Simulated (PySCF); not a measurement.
**Solvent effects on NMR parameters**

Bonds (- single, = double, # triple, : aromatic): F1-P2, P2-F3, P2-F4.

GIAO PBE0/pcSseg-1 in PySCF 2.14 on one PBE0-D3(BJ)/def2-SVP conformer, non-relativistic, equivalent nuclei averaged. Solvents enter as an IEF-PCM continuum (chloroform with ε = 4.7, acetone with ε = 20.5) around the gas-phase geometry. Shifts are referred to CFCl3, PH3 computed in the same medium.

In chloroform, δ in ppm: F1/F3/F4 -27.2, P2 406.7. Dipole moment 1.55 D.

(1) How does each δ change in the more polar medium?

(2) Which nuclei move most (in ppm), and what does the model miss?

Results:

(1) 
| atoms | environment | Δδ, acetone |
| --- | --- | --- |
| F1/F3/F4 | fluorine bonded to P | -0.8 |
| P2 | phosphorus bonded to 3 F | -0.2 |

Changes are relative to chloroform. The dipole moment becomes 1.62 D in acetone.

(2) F1/F3/F4 (fluorine bonded to P, -0.8 ppm) in acetone. A continuum only polarises the solute; specific hydrogen bonds, the anisotropy of aromatic solvents and changes of geometry or conformer are outside it.
